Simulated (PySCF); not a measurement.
Compound: C4H5S (doublet state).
Numbering: `[CH3:1][C:2]#[C:3][CH:4][SH:5]` (hydrogens: H6, H7, H8 on C1; H9 on C4; H10 on S5)

Structure used (GFN2-xTB), in Å, numbered top down from 1:
```
atom  x, y, z in Å
C1    -1.9985   -0.5037   -0.0753
C2    -0.6596    0.0299   -0.0348
C3     0.4542    0.5215   -0.0148
C4     1.7233    1.0090    0.0178
S5     3.1256   -0.0109    0.1736
H6    -2.1713   -1.0267   -1.0186
H7    -2.1505   -1.2079    0.7448
H8    -2.7254    0.3040    0.0150
H9     1.9459    2.0576   -0.0535
H10    2.4652   -1.1681    0.2233
```

The hyperfine couplings belong to this conformer and change with its torsions.

Level of theory: UKS B3LYP, pcH-1 on C H S, non-relativistic, mean-field spin-orbit, GIAO in PySCF. The structure is a single GFN2-xTB conformer in the gas phase; no vibrational or solvent corrections. The geometry wasn't refined by DFT: couplings that depend on bond lengths, twists or pyramidal angles can differ widely from those at the functional's own minimum. Stability of the SCF solution: not tested.

(1) Predict the first-order ENDOR lines of H9, H6/H7/H8 and H10 under fast tumbling at B = 331.7 mT (X band).

(2) Which pairs are centred on the nuclear Larmor frequency, and which on half the coupling?

(3) At what field would the lower line of H9 fall to zero frequency?

Answers

(1) ν± = |νn ± a/2|, one line for each electron-spin manifold; νn = |g_N| × 7.62259 MHz/T × B.

```csv
nuclei,isotope,g_N,νn (MHz),a_iso (MHz),lower line (MHz),upper line (MHz)
H9,1H,5.5857,14.12,-48.33,10.04,38.29
H6/H7/H8,1H,5.5857,14.12,37.67,4.71,32.96
H10,1H,5.5857,14.12,-6.38,10.93,17.31
```

(2) Centred on νn, since |a| < 2νn: H10. Centred on |a|/2 and split by 2νn: H9 and H6/H7/H8.

(3) Where νn = |a|/2, that is B = 24.16 MHz/(5.5857 × 7.62259 MHz/T) = 568 mT, as far as first order holds there.

Means are taken over nuclei equivalent by connectivity, which assumes that they swap fast. The three 1H nuclei of mean +37.7 MHz run from 7.9 to 63.2 MHz in the frozen geometry.
